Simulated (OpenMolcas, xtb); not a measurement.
A ladder of methods for C2H5Si (SMILES C=C[SiH2])

C2H5Si: 8 atoms, total charge 0, spin state doublet. As SMILES, `C=C[SiH2]`. The coordinates come from a PBE0-D4/def2-TZVP relaxation.

Each level gives the vertical energy of the quartet above the doublet (eV). The values are calculated.

```tsv
level	kind	program	value (eV)
GFN0-xTB	semi-empirical	xtb	4.71
GFN1-xTB	semi-empirical	xtb	5.06
UHF/aug-cc-pVDZ	Hartree–Fock	OpenMolcas	3.63
USVWN5/aug-cc-pVDZ	LDA	OpenMolcas	5.14
UPBE/aug-cc-pVDZ	GGA	OpenMolcas	4.80
UTPSS/aug-cc-pVDZ	meta-GGA	OpenMolcas	4.67
UB3LYP/aug-cc-pVDZ	global hybrid	OpenMolcas	4.74
UM06-2X/aug-cc-pVDZ	hybrid meta-GGA	OpenMolcas	4.82
```

The values span 3.63 to 5.14 eV. Spin contamination of the reference (⟨S²⟩ at least 0.1 too high) touches UHF/aug-cc-pVDZ. GFN0-xTB, GFN1-xTB: no spin polarisation, so open shells miss the exchange term that lowers them.
